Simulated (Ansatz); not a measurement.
Input for Ansatz (development build ahead of 0.2.0):

```yaml
crystal:
  periodic: [false, false, false]
  atoms:
    - { symbol: "N", position_ang: [0.0, 0.0, 0.3648] }
    - { symbol: H, position_ang: [2.8075, 0.0, -0.8511] }
    - { symbol: H, position_ang: [-1.4038, 2.4314, -0.8511] }
    - { symbol: H, position_ang: [-1.4038, -2.4314, -0.8511] }
basis:
  gaussian: { orbitals: pcseg-2 }
magnetization:
  spin_polarized: true
hamiltonian:
  xc: { name: wB97X }
```

The input is written out in the form of the current development build from the run's settings.

The run gave:

```yaml
Converged: yes
Total_energy: -56.09248 hartree
Spin_squared_of_the_determinant: 2.982
Stability_test: minimum
```

Caution: charge can spread falsely over distant fragments; the unrestricted determinant is a mixture of spin states.
